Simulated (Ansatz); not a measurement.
A nudged elastic band was laid between two geometries of C₂H₆N₂O (11 atoms, charge 0, multiplicity 1).

Method: RKS revPBE/6-31G in Ansatz 0.2.0.

* movable images: 7
* climbing image: yes
* spring: 5.0 eV/Å²
* optimiser: quadratic models (default)
* start path: through a guess of the saddle point
* force threshold: 0.05 eV/Å
* iteration limit: 60
* end points: relaxed

First end point:

```xyz
11
Properties=species:S:1:pos:R:3
C -1.420 -0.114 0.754
N -0.382 -0.909 0.068
C 0.669 -0.306 -0.403
N 1.026 1.027 -0.384
O 1.654 -1.062 -1.055
H -2.221 -0.794 1.082
H -1.035 0.409 1.657
H -1.883 0.651 0.092
H 1.897 1.321 -0.807
H 0.428 1.718 0.048
H 1.332 -1.999 -1.031
```

Last end point:

```xyz
11
Properties=species:S:1:pos:R:3
C -1.478 -0.080 0.638
N -0.484 -0.850 -0.137
C 0.660 -0.302 -0.419
N 1.160 0.947 -0.111
O 1.604 -1.032 -1.156
H -1.116 0.183 1.656
H -1.781 0.864 0.133
H -2.382 -0.696 0.757
H 2.089 1.207 -0.421
H 0.611 1.611 0.418
H 1.182 -1.909 -1.339
```

Q: What changes between the two ends?

A: No bond is made or broken. The dihedral H7–C1–N2–C3 goes from -61 to 60°. The two ends are copies of one structure, up to a mirror image or an exchange of like atoms.

Q: Give the energies along the band, and the barrier.

A: The forces met the threshold. The highest image is number 4 of 0 to 8, 0.028 eV above the ends, which have the same energy within 2 meV. A vibrational analysis at the climbing image gives one clearly imaginary mode, 127i cm⁻¹: a first-order saddle point. Limits of this set-up: no polarisation functions.

```json
{"image": "0", "path coordinate (Å)": "0.00", "energy (eV)": "0.000", "dihedral H7–C1–N2–C3 (°)": "-61"}
{"image": "1", "path coordinate (Å)": "0.41", "energy (eV)": "0.003", "dihedral H7–C1–N2–C3 (°)": "-46"}
{"image": "2", "path coordinate (Å)": "0.82", "energy (eV)": "0.011", "dihedral H7–C1–N2–C3 (°)": "-32"}
{"image": "3", "path coordinate (Å)": "1.24", "energy (eV)": "0.022", "dihedral H7–C1–N2–C3 (°)": "-17"}
{"image": "4", "path coordinate (Å)": "1.65", "energy (eV)": "0.028", "dihedral H7–C1–N2–C3 (°)": "-2"}
{"image": "5", "path coordinate (Å)": "2.08", "energy (eV)": "0.024", "dihedral H7–C1–N2–C3 (°)": "14"}
{"image": "6", "path coordinate (Å)": "2.50", "energy (eV)": "0.013", "dihedral H7–C1–N2–C3 (°)": "29"}
{"image": "7", "path coordinate (Å)": "2.93", "energy (eV)": "0.004", "dihedral H7–C1–N2–C3 (°)": "44"}
{"image": "8", "path coordinate (Å)": "3.36", "energy (eV)": "0.000", "dihedral H7–C1–N2–C3 (°)": "60"}
```

Q: What is the geometry of the highest image?

A: 
```xyz
11
Properties=species:S:1:pos:R:3
C -1.495 -0.101 0.667
N -0.452 -0.830 -0.074
C 0.674 -0.278 -0.405
N 1.180 0.989 -0.192
O 1.611 -1.044 -1.120
H -1.736 -0.651 1.595
H -1.248 0.944 0.958
H -2.418 -0.062 0.060
H 2.096 1.224 -0.551
H 0.664 1.681 0.333
H 1.189 -1.930 -1.250
```

Q: What are the harmonic wavenumbers there?

A: 127i, 196, 274, 362, 417, 460, 551, 557, 667, 832, 976, 1077, 1111, 1128, 1246, 1404, 1445, 1485, 1509, 1634, 1724, 2899, 3000, 3030, 3513, 3579, 3712 cm⁻¹.

The run took 2.4 min on 1 thread of Arm Neoverse V1, with other jobs on the host, peak memory 0.23 GiB.
